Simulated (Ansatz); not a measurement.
Relaxing Pd

Computed with Ansatz 0.2.0, DFT r2SCAN, scalar-relativistic, plane waves, PAW. Cutoff 500 eV, Γ-centred k mesh, Gaussian smearing, no spin polarisation in the final step.

Pd was placed on the trigonal selenium structure type (P3_121, No. 152), at a guessed volume.

```yaml
crystal:
  lattice:
    - [3.60384, 0.00000, 0.00000]
    - [-1.80192, 3.12102, 0.00000]
    - [0.00000, 0.00000, 4.08868]
  atoms:
    - { symbol: Pd, position: [0.22540, 0.00000, 0.33333] }
    - { symbol: Pd, position: [0.00000, 0.22540, 0.66667] }
    - { symbol: Pd, position: [0.77460, 0.77460, 0.00000] }
```

Steps on the 6×6×4 mesh (3 atoms). 12 of 16 steps are shown, and the free energy counts from the last. Trial steps that were taken back and renewals of the plane-wave basis can be among the rows.

| step | ΔF (meV/atom) | V (Å³/atom) | P (GPa) | largest force component (eV/Å) |
| --- | --- | --- | --- | --- |
| 1 | 3575.5 | 15.33 | 107.93 | 20.491 |
| 2 | 904.5 | 16.48 | 20.21 | 4.754 |
| 4 | 491.8 | 16.71 | 3.13 | 0.545 |
| 5 | 430.2 | 16.60 | 1.18 | 0.043 |
| 6 | 364.4 | 16.38 | -0.03 | 0.544 |
| 8 | 213.9 | 15.65 | 0.45 | 0.907 |
| 9 | 112.6 | 15.22 | 0.63 | 0.885 |
| 11 | 383.9 | 16.13 | 1.73 | 3.603 |
| 12 | 13.7 | 15.12 | -2.86 | 0.002 |
| 13 | 10.8 | 14.90 | 0.06 | 0.003 |
| 15 | 0.1 | 14.96 | 0.05 | 0.000 |
| 16 | 0.0 | 14.96 | 0.06 | 0.000 |

Steps on the 9×9×9 mesh (1 atom). 4 of 5 steps are shown, and the free energy counts from the last.

```tsv
step	ΔF (meV/atom)	V (Å³/atom)	P (GPa)
1	4.4	14.96	0.79
2	0.4	15.03	-0.29
3	0.1	14.98	0.36
5	0.0	15.01	0.01
```

A final relaxation ran on a 24×24×24 mesh. The relaxed crystal, Im-3m (No. 229):

Space group Im-3m (No. 229). a = 3.110 Å, b = 3.110 Å, c = 3.110 Å, α = 90.00°, β = 90.00°, γ = 90.00°
```
atom site symmetry x y z
  Pd    2a m-3m  0.0000  0.0000  0.0000
```

```
Volume per atom                    : 15.04 Å³
Density                            : 11.75 g/cm³
Energy over the standard structure : 0.05 eV/atom
Gap on the 24×24×24 mesh           : 0 eV (a metal)
```

Energies count from the standard state of Pd at the same level.

The final run used a 24×24×24 mesh on its 1-atom cell and 0.10 eV smearing. The k mesh leaves about 4 meV/atom of noise in metals.

A structure relaxed within its symmetry needn't be a true minimum.